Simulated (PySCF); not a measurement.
**Working out the ionisation energy of P**

P [Ne] 3s2 3p3 (4S) → P⁺ [Ne] 3s2 3p2 (3P). All numbers are calculated (PySCF 2.14, the non-relativistic Hamiltonian (point nucleus), in aug-cc-pV(Q+d)Z (7s6p5d3f2g, 89 functions)). Frozen: [Ne]. Energies in hartree (1 hartree = 27.21139 eV):

```
             part    P (lower)   P⁺ (upper)
              UHF  -340.718741  -340.354693
MP2 opposite-spin    -0.065724    -0.055857
    MP2 same-spin    -0.023874    -0.010983
```

Task: What does Hartree-Fock give?

Result: (-340.354693) − (-340.718741) = 0.364048 hartree = 9.906 eV.

Task: What do MP2 and SCS-MP2 (6/5 opposite-spin, 1/3 same-spin) give?

Result: The opposite-spin parts differ by 0.268 eV and the same-spin parts by 0.351 eV. MP2: 9.906 + (0.268) + (0.351) = 10.525 eV. SCS-MP2: 9.906 + 1.2 × (0.268) + (0.351)/3 = 10.345 eV.

Measured between the centres of the two terms (NIST): 10.526 eV, so MP2 (valence) is off by -0.001 eV.

What remains against the reference includes basis incompleteness, the frozen core and correlation beyond second order.
